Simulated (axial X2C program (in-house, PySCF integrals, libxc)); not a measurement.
# Basis sets for NaH

Calculated with an axial X2C code built on PySCF integrals, spin-free (one-electron X2C) or two-component (2c: spin–orbit coupling with atomic mean-field Coulomb and Gaunt terms, which also bring small scalar terms), in Dyall basis sets with cores contracted in-house; open shells are unrestricted.

```tsv
Hamiltonian	level	Dyall basis	state	Re (Å)	ωe (cm⁻¹)	De (eV)
spin-free	HF	Na cv3z, H v3z	M_S = 0, Λ = 0	1.913	1185.2	0.93
spin-free	PBE0	Na cv3z, H v3z	M_S = 0, Λ = 0	1.887	1179.1	1.78
```

In the other basis sets:

```tsv
Hamiltonian	level	Dyall basis	state	Re (Å)	ωe (cm⁻¹)	De (eV)
spin-free	HF	Na v4z, H v4z	M_S = 0, Λ = 0	1.913	1184.5	0.94
spin-free	PBE0	Na v4z, H v4z	M_S = 0, Λ = 0	1.887	1178.9	1.79
```

Question: How far does the basis move Re and ωe?

Answer: HF spin-free, Na cv3z, H v3z to Na v4z, H v4z: ΔRe 0.000 Å, Δωe -0.7 cm⁻¹; PBE0 spin-free, Na cv3z, H v3z to Na v4z, H v4z: ΔRe 0.000 Å, Δωe -0.2 cm⁻¹.

Each entry is the lowest single determinant of a limited PBE0 search at one distance. De goes to single-determinant-based atoms at the same level (for ions the charge split of lowest energy) and is withheld (n/a) where an atom does not fit its ground term or J level. Main or longest-lived isotopes.
